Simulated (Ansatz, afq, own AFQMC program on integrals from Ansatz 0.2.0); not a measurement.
**HCl + Cl, doublet in cc-pVTZ along one coordinate**

```
atom   x (Å)   y (Å)    z (Å)
  Cl  0.0000  0.0000  -1.5376
   H  0.0000  0.0000  -0.2588
  Cl  0.0000  0.0000   1.7964
```

A hydrogen atom is moved from one rigid fragment to the other; the Cl1–H2 distance tells how far. The two fragments are held close together, so this isn't a minimum-energy path and the start is a compressed complex. Energies in kcal/mol count from this geometry (1.279 Å) at the same level; the start stands on UHF, each point on the determinant named.

Basis cc-pVTZ. Noble-gas cores (and the filled d shells of Ga–Kr and In–Xe) are frozen. Ansatz 0.2.0 and our own AFQMC program on the same integrals; the CISD trial comes from CCSD amplitudes, and released means the phaseless constraint is let go. Uncertainties: one standard error, sampling alone.

Cautions, each for one point or more: the ph-AFQMC/CISD walk drifts between its halves; the search met a lower determinant of the same kind, perhaps of another symmetry; unrestricted determinant slightly spin contaminated.

```
r(Cl1–H2) / Å  det.     T1  weight  ⟨S²⟩  B2PLYP  B3LYP  CCSD(T)
        1.480   UHF  0.010    0.86  0.76    10.0    6.7     11.1
        1.581  UHF†  0.019    0.84  0.84    14.9   11.1     17.3
        1.783  UHF†  0.017    0.84  0.82    13.6   10.0     15.8
        1.984   UHF  0.008    0.86  0.76     1.6    0.9      2.0
```

Q: Estimate the curve of CCSDT(Q), counted from the same start.

A: 
```tsv
r(Cl1–H2) / Å	det.	T1	weight	⟨S²⟩	CCSDT(Q)	ph-AFQMC/CISD	released AFQMC
1.480	UHF	0.010	0.86	0.76	11.0	11.0 ± 0.2	–
1.581	UHF†	0.019	0.84	0.84	16.9	17.3 ± 0.2	16.9 ± 0.3*
1.783	UHF†	0.017	0.84	0.82	15.4	15.8 ± 0.2	15.6 ± 0.4
1.984	UHF	0.008	0.86	0.76	1.9	2.2 ± 0.2	2.1 ± 0.3
```

Weight is that of the determinant in the CISD state; at the start T1 is 0.007 and the weight 0.86, and ⟨S²⟩ is 0.76. An asterisk marks released energies that aren't shown to be converged. A dagger marks points whose determinant fills other symmetries than the start's, so the wave-function levels may follow another state there, or a degenerate partner. A dash marks a missing value, a released energy that hasn't settled or a functional that sits on another state. Largest departures from CCSDT(Q), at the points where its series has closed: CCSD(T) 0.4 kcal/mol at 1.581 (on UHF), ph-AFQMC/CISD 0.4 kcal/mol at 1.581 (on UHF), released AFQMC 0.2 kcal/mol at 1.984 (on UHF) (within the noise), B2PLYP -1.0 kcal/mol at 1.480, B3LYP -4.3 kcal/mol at 1.480. Functionals count only at points shown to share the start's state and spin. In total energy ph-AFQMC/CISD lies 16 ± 6 meV above CCSDT(Q) at the start, so its agreement along the curve rests in part on cancellation.

A walk keeps the symmetry of its determinant, which the program's search chose and which needn't be the lowest solution, so a lower state of the same spin and another symmetry isn't excluded.
